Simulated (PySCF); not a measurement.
hydrogen chloride (ClH), SMILES Cl.

Geometry optimised at PBE0-D3(BJ)/def2-TZVPD.

Two levels are set side by side: TDDFT-PBE/def2-TZVPD (PySCF) and ADC(3)/aug-cc-pVDZ (PySCF). Vertical, same geometry; the bases differ. Differences are taken from unrounded values.

```tsv
quantity	ADC(3)
lowest singlet excitation (eV)	7.80
```

**Question.** What does TDDFT-PBE give, and how far is it from ADC(3)? (The exact figures need the calculation; the answer reports its results.)

**Answer.** 
| quantity | TDDFT-PBE | TDDFT-PBE minus ADC(3) |
|---|---|---|
| lowest singlet excitation (eV) | 7.28 | -0.52 |

Functionals without exact exchange tend to place singlet excitations lower, as here. Differences between two approximate levels are no errors against the true value.
